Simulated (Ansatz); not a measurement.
Basis-set extrapolation for `N/C(F)=N/CF` (PBE0-D4/def2-TZVP geometry, frozen core, the Gaussian-basis code of Ansatz). Multiplicity 1, RHF reference.

|  | def2-TZVPP | def2-QZVPP |
| --- | --- | --- |
| HF | -385.998398 | -386.015514 |
| MP2 correlation | -1.223970 | -1.322872 |
| CCSD(T) correlation | -1.290013 | not run |

Energies in hartree. Use E(X) = E(∞) + A·exp(−7.88·√X) for Hartree–Fock and E(X) = E(∞) + B·X^(−2.97) for correlation, with X = 3 and 4, and add CCSD(T) minus MP2 of the smaller set to the MP2 limit.

Q: What is the CCSD(T) energy at the basis-set limit?

A: HF limit: -386.015514 + (-0.017116) × 0.13774 = -386.01787. MP2 limit: -1.322872 + (-0.098902) × 0.74074 = -1.39613. Higher-order term: -1.290013 − (-1.223970) = -0.06604. Total: -387.48004 hartree, 503.1 kJ/mol below CCSD(T)/def2-TZVPP.
